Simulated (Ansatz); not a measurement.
Process, species as SMILES: C=C=O → [CH]=C=O + H atom
B3LYP-D3(BJ)/def2-TZVP geometries, fixed; electronic energies without zero-point terms.
Largest species:
```xyz
5

C      0.0091     0.0017    -1.2056
C     -0.0008    -0.0001     0.1027
H      0.0282     0.9401    -1.7377
H     -0.0018    -0.9351    -1.7406
O     -0.0096    -0.0018     1.2620
```

Basis-set convergence of the bond dissociation energy at PBE with Ansatz (a program for electronic structure). Cartesian d functions, on some or all atoms, in 6-31+G*; all else is spherical. The program fits the integrals of some runs and decomposes those of others, by size. Open shells are unrestricted. No added dispersion term, no relativity. Functions are those of the species that has most. Reference: the value in aug-pcseg-3, 108.04 kcal/mol, itself unsure by roughly 0.03 kcal/mol (its mean distance from aug-cc-pVQZ, cc-pV5Z, def2-QZVPPD). Deviations are taken from unrounded values.

```json
[
 {"basis": "cc-pVDZ", "functions": "52", "bond dissociation energy (kcal/mol)": "106.84", "minus reference (kcal/mol)": "-1.20"},
 {"basis": "6-31+G*", "functions": "61", "bond dissociation energy (kcal/mol)": "108.16", "minus reference (kcal/mol)": "0.12"},
 {"basis": "6-311+G**", "functions": "78", "bond dissociation energy (kcal/mol)": "108.18", "minus reference (kcal/mol)": "0.15"},
 {"basis": "def2-SVPD", "functions": "79", "bond dissociation energy (kcal/mol)": "108.25", "minus reference (kcal/mol)": "0.21"},
 {"basis": "6-311++G(2d,2p)", "functions": "101", "bond dissociation energy (kcal/mol)": "108.15", "minus reference (kcal/mol)": "0.11"},
 {"basis": "cc-pVTZ", "functions": "118", "bond dissociation energy (kcal/mol)": "108.03", "minus reference (kcal/mol)": "-0.01"},
 {"basis": "def2-TZVPD", "functions": "132", "bond dissociation energy (kcal/mol)": "107.87", "minus reference (kcal/mol)": "-0.17"},
 {"basis": "def2-TZVPPD", "functions": "148", "bond dissociation energy (kcal/mol)": "108.10", "minus reference (kcal/mol)": "0.06"},
 {"basis": "6-311++G(3df,3pd)", "functions": "153", "bond dissociation energy (kcal/mol)": "108.04", "minus reference (kcal/mol)": "0.00"},
 {"basis": "cc-pVQZ", "functions": "225", "bond dissociation energy (kcal/mol)": "108.09", "minus reference (kcal/mol)": "0.05"},
 {"basis": "def2-QZVPPD", "functions": "258", "bond dissociation energy (kcal/mol)": "108.01", "minus reference (kcal/mol)": "-0.03"},
 {"basis": "cc-pV5Z", "functions": "383", "bond dissociation energy (kcal/mol)": "108.07", "minus reference (kcal/mol)": "0.03"}
]
```

The smallest set listed that lies within 1 kcal/mol of the reference with all its larger relatives (same family, alike in diffuse functions; a set with none counts only in the reference's own line) is 6-31+G* (61 functions, 0.12 kcal/mol off).
